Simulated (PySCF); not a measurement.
Species: F3HP (charge +1).
SMILES with atom numbers: `[F:1][PH+:2]([F:3])[F:4]` (hydrogens: H5 on P2)

A GFN2-xTB structure was refined with PySCF 2.14.0, PBE0-D3(BJ)/def2-SVP geometry optimisation, gas phase. Its GFN2-xTB values:

| coordinate | GFN2-xTB |
| --- | --- |
| F1–P2 | 1.524 Å |
| P2–H5 | 1.373 Å |
| F1–P2–F3 | 103.6° |
| F1–P2–H5 | 114.8° |

How do these coordinates change at the PBE0-D3(BJ)/def2-SVP level?

```csv
coordinate,PBE0-D3(BJ)/def2-SVP (Å or °),change
P2–H5,1.397,+0.024
F1–P2,1.520,-0.004
F1–P2–F3,108.1,+4.5
F1–P2–H5,110.7,-4.1
```

The energy falls by 0.122 eV over 6 energy and gradient evaluations, the largest force component goes from 0.0524 to 3.2e-04 Eh/bohr, and the atoms move by 0.052 Å rms after alignment. The bond that changes most is P2–H5 (ends: phosphorus bonded to 3 F and H; P–H hydrogen), which lengthens by 0.024 Å. Bonds longer at the end by more than 0.005 Å: 1 of 4; shorter: 0. Rotational constants go from 7673, 7655, 4630 to 7623, 7597, 4393 MHz.

The run used 65 basis functions and 40 SCF cycles in all. Hardware: Intel Xeon Platinum 8488C, one thread, on a shared host. Cost: 7.0 s of wall time, 0.34 GiB resident at most.

No frequency check.
